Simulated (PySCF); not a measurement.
**Ionising O₂**

UHF-CCSD(T); PySCF, spin-free X2C with a Gaussian nucleus, basis sets O x2c-SVPall. Neutral (UHF): triplet (π ↑↑), Re = 1.207 Å, ωe = 1639 cm⁻¹, De = 4.70 eV.

O₂⁺ (UHF): doublet (π ↑), Re = 1.121 Å, ωe = 1981 cm⁻¹, De = 5.89 eV to O⁺ + O. The energies at the minima are -149.95096 hartree for O2 and -149.51804 for O₂⁺.

Problem. Work out the adiabatic ionisation energy, without and with harmonic zero-point energies (1 hartree = 27.2114 eV, 1 eV = 8065.5 cm⁻¹), and the change of the bond length.

Solution. At UHF-CCSD(T): 0.43292 hartree = 11.780 eV between the minima; the zero-point term (1981.0 − 1639.0)/2 cm⁻¹ = +0.021 eV makes it 11.802 eV. Re changes by -8.6 pm against the neutral. The electron leaves a π orbital, and the shorter bond of the ion fits an antibonding orbital, or a change in how ionic the bond is.

Correlated steps freeze 2 core orbitals. Correlated levels converge slowly with the basis: in double zeta they bind strong bonds too weakly, by up to about 1 eV, and carry superposition errors of some tenths. States were picked by a PBE0 search and need not be the measured ground states.
